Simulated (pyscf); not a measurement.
A first-order saddle from PySCF, ωB97X-D3(BJ)/def2-SVP:

```xyz
6

As     0.8645     0.0686    -1.2958
O     -0.8167     0.2030    -0.7353
H      1.4638     1.3274    -0.6755
H      1.4440    -0.8404    -0.2156
H     -0.9462     0.4556     0.4516
H     -0.8609     0.6417     1.3347
```
Charge 0, spin multiplicity 2.

Surface: doublet, charge 0. Lowest wavenumbers (cm⁻¹): 1622i, 240, 349, 644, 665.

Question: Name the species on either side of this saddle.

Answer: HO–AsH₂ + H• <-> •O–AsH₂ + H₂, a hydrogen abstraction read from left to right: H–O broken and H–H formed. At ωB97M-D3(BJ)/def2-TZVP it lies +50.8 kJ/mol from the left side and +55.0 kJ/mol from the right (each side as separated species at their lowest minima found). •O–AsH₂ lies 139.7 kJ/mol over its isomer HO–AsH• (electronic energy, ωB97M-D3(BJ)/def2-TZVP). This is the saddle that the search found; another between the same sides may lie lower. The angle at the transferred H is 169°. Elements up to Kr have no core potential and no relativistic terms here.
